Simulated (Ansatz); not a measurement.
Job for Ansatz (a program for electronic structure): R-CCSD(T)/aug-cc-pVDZ on CH6O2 (a complex).

Ansatz 0.2 input:
```yaml
crystal:
  periodic: [false, false, false]
  atoms:
    - {symbol: O, position_ang: [-0.87950368, 0.44015575, -0.00330484]}
    - {symbol: H, position_ang: [0.08476532, 0.40768375, -0.00295084]}
    - {symbol: C, position_ang: [-1.34093268, -0.89529625, 0.00496816]}
    - {symbol: H, position_ang: [-2.42721868, -0.86390925, 0.00410516]}
    - {symbol: H, position_ang: [-1.01890768, -1.45478025, -0.87656084]}
    - {symbol: H, position_ang: [-1.01996968, -1.44347525, 0.89396116]}
    - {symbol: O, position_ang: [1.87059332, 0.34907775, -0.00103384]}
    - {symbol: H, position_ang: [2.30979732, 0.73722975, -0.76090684]}
    - {symbol: H, position_ang: [2.30847732, 0.75168175, 0.75205516]}
basis:
  gaussian:
    orbitals: aug-cc-pVDZ
magnetization: {spin_polarized: false}
correlation: {method: ccsd_t, electrons: outside_noble_gas}
scf: {lower_state_search: off}
```

The log:

```
WARN ansatz: RAYON_NUM_THREADS=1 ignored (pool sized by the plan → 1); use --threads N
Functional definition: HF
these checks for a lower state are left out or cut short: stability, starts, cluster_reference, orbital_swaps, neighbouring_geometries, increment
integrals: 0.23 GiB planned
1176 factors; integrals over basis functions are off by at most 9.8e-4 eV
mean field: 0.27 GiB planned
mean field evaluation 1: about -5196.7995 eV, gradient 4.2e1 eV
mean field evaluation 2: about -5196.7993 eV, gradient 4.2e1 eV
mean field evaluation 4: about -5200.2553 eV, gradient 3.0e0 eV
mean field evaluation 8: about -5200.2850 eV, gradient 1.6e-4 eV
mean field -5200.28501852 eV, -191.1069495507 hartree, gradient 1.6e-6 eV, S^2 0.000000; 0 other end points of the search recorded, 0 dependent functions left out
3 core orbitals not correlated
reference -5200.28501852 eV, -191.1069495507 hartree; 11, 11 occupied and 109, 109 virtual orbitals, 1176 factors
second order -15.86958212 eV of doubles, -0.00000000 eV of singles
coupled cluster: 0.69 GiB planned
cycle   1  -16.24356486 eV  change   -3.7e-1 eV  update   8.5e-2
cycle   2  -16.60581872 eV  change   -3.6e-1 eV  update   2.3e-2
cycle   3  -16.70034887 eV  change   -9.5e-2 eV  update   1.2e-2
cycle   4  -16.69634497 eV  change    4.0e-3 eV  update   2.3e-3
cycle   5  -16.69565575 eV  change    6.9e-4 eV  update   9.2e-4
cycle   6  -16.69607185 eV  change   -4.2e-4 eV  update   2.9e-4
cycle   7  -16.69599532 eV  change    7.7e-5 eV  update   1.0e-4
cycle   8  -16.69593582 eV  change    6.0e-5 eV  update   3.7e-5
cycle   9  -16.69593248 eV  change    3.3e-6 eV  update   1.4e-5
perturbative correction -0.44390756 eV, -0.0163133018 hartree
Total energy: -5217.42485856 eV, -191.7368270544 hartree
Checks for a lower state left out: stability, starts, cluster_reference, orbital_swaps, neighbouring_geometries, increment
```

The calculation finished and met its thresholds.

Cost: about 13 core-seconds (a rough figure).
